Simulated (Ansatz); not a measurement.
Reaction (SMILES): C (CH4) → [CH3-] + H+
B3LYP-D3(BJ)/def2-TZVP geometries, fixed; electronic energies without zero-point terms.

Basis-set convergence of the deprotonation energy at PBE with Ansatz (an electronic-structure program). Cartesian d functions, on some or all atoms, in 6-31G*, 6-31+G*; all else is spherical. The program fits the integrals of some runs and decomposes those of others, by size. No added dispersion term, no relativity. Functions are those of the species that has most. Reference: the value in aug-pcseg-3, 420.13 kcal/mol, itself unsure by roughly 2.81 kcal/mol (its mean distance from aug-cc-pVQZ, def2-QZVPPD). Deviations are taken from unrounded values.

| basis | functions | deprotonation energy (kcal/mol) | minus reference (kcal/mol) |
|---|---|---|---|
| STO-3G | 9 | 562.26 | 142.13 |
| 6-31G* | 23 | 455.91 | 35.78 |
| 6-31+G* | 27 | 423.64 | 3.51 |
| def2-TZVP | 55 | 430.34 | 10.22 |
| aug-pcseg-1 | 59 | 419.46 | -0.67 |
| 6-311++G(2d,2p) | 67 | 422.07 | 1.94 |
| pcseg-2 | 86 | 427.53 | 7.41 |
| def2-TZVPP | 87 | 430.51 | 10.38 |
| jun-cc-pV(T+d)Z | 95 | 421.16 | 1.04 |
| 6-311++G(3df,3pd) | 111 | 421.90 | 1.77 |
| pcseg-3 | 192 | 422.83 | 2.71 |
| aug-cc-pVQZ | 264 | 420.93 | 0.81 |
| aug-pcseg-3 | 281 | 420.13 | 0.00 |
